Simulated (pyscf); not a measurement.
PySCF, gas phase, ωB97X-D3(BJ)/def2-SVP geometries. Correlated levels are frozen-core, on RHF or UHF. ΔMP2 is the change of the MP2 total energy from the triple- to the quadruple-zeta basis.

**Question.** Estimate by transition-state theory (the high-pressure limit) the rate constant of HO–CH•–OH → formic acid (O=CH–OH) + H atom (H•) (doublet surface; H–O broken, none formed) at 298 K, with CCSD(T)/def2-TZVPP + ΔMP2(QZVPP) energies (ideal gas, 1 atm, RRHO with modes under 100 cm⁻¹ raised to 100, one conformer, R ln 2 for rigid chiral ones; no tunnelling).

**Answer.** The electronic barrier is 30.2 kcal/mol and the thermal terms add -5.0, so ΔG‡ = 25.2 kcal/mol. With k_BT/h = 6.21e+12 s⁻¹ and RT = 0.592 kcal/mol, k = 2.2e-06 s⁻¹; so small a molecule is far into fall-off at 1 atm, where the true rate is lower. Wigner's tunnelling factor for 1827i cm⁻¹ would be 4.24, likely too low at so high a frequency. A shift of 1 kcal/mol in the barrier changes k by a factor 5.4. One saddle was located; it need not be the lowest between these sides. The CCSD(T) − MP2 part came from Ansatz, without density fitting, on the same reference. A UHF reference is spin-contaminated (<S²> up to 0.87), which harms MP2 most.
